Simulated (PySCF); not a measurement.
Species: C3H4F2.
SMILES: `C=C(F)CF`

Torsions of this conformer, `[CH2:1]=[C:2]([F:3])[CH2:4][F:5]`: C1–C2–C4–F5 0°.

The closed-shell ground state was solved at several levels (PySCF, density fitting, gas phase, non-relativistic). One conformer (not necessarily the lowest) at the PBE0-D3(BJ)/def2-SVP geometry, without solvent, vibrations or thermal averaging.

```
              level  basis functions  HOMO (eV)  LUMO (eV)  gap (eV)  dipole (D)
       KT2/pcSseg-2              236      -6.44      -0.83      5.61        0.39
           HF/pcJ-1              175     -10.35       4.18     14.53        0.36
     B97-D/pcSseg-2              236      -6.38      -0.79      5.59        0.41
       PBE0/cc-pVTZ              206      -7.57       0.31      7.88        0.41
   LC-wPBE/pcSseg-2              236     -10.43       2.37     12.80        0.38
      BLYP/pcSseg-2              236      -6.31      -0.80      5.51        0.40
        B3LYP/pcJ-0               77      -7.46       0.06      7.52        0.40
 PBE0/6-311+G(2d,p)              159      -7.66       0.05      7.71        0.36
    BHandHLYP/pcJ-1              175      -8.74       1.39     10.13        0.38
      B3LYP/cc-pVTZ              206      -7.35       0.04      7.39        0.40
        B3LYP/pcJ-1              175      -7.40       0.02      7.42        0.43
CAM-B3LYP/def2-SVPD              138      -9.11       1.20     10.31        0.32
       PBE/pcSseg-2              236      -6.43      -0.89      5.54        0.42
```

Q: What might CAM-B3LYP/pcJ-1 (175 basis functions) give for the same quantities?

A: HOMO -8.99 eV, LUMO 1.44 eV, gap 10.43 eV, dipole 0.43 D.

Q: Over all these levels, which gives the widest orbital gap and which the narrowest?

A: HF/pcJ-1 (Hartree–Fock, all exact exchange) has the widest, 14.53 eV, and BLYP/pcSseg-2 (GGA) the narrowest, 5.51 eV. Functional and basis both differ between the two, so the spread mixes both effects.

Q: How much does the basis alone move the frontier levels among the 3 B3LYP rows?

A: The HOMO by 0.11 eV and the LUMO by 0.04 eV. By rising basis size (HOMO, LUMO in eV): pcJ-0 -7.46, 0.06; pcJ-1 -7.40, 0.02; cc-pVTZ -7.35, 0.04.

Q: How far do the dipole and the HOMO energy spread over the levels?

A: The dipole runs from 0.32 to 0.43 D (mean 0.39 D) and the HOMO from -10.43 to -6.31 eV.
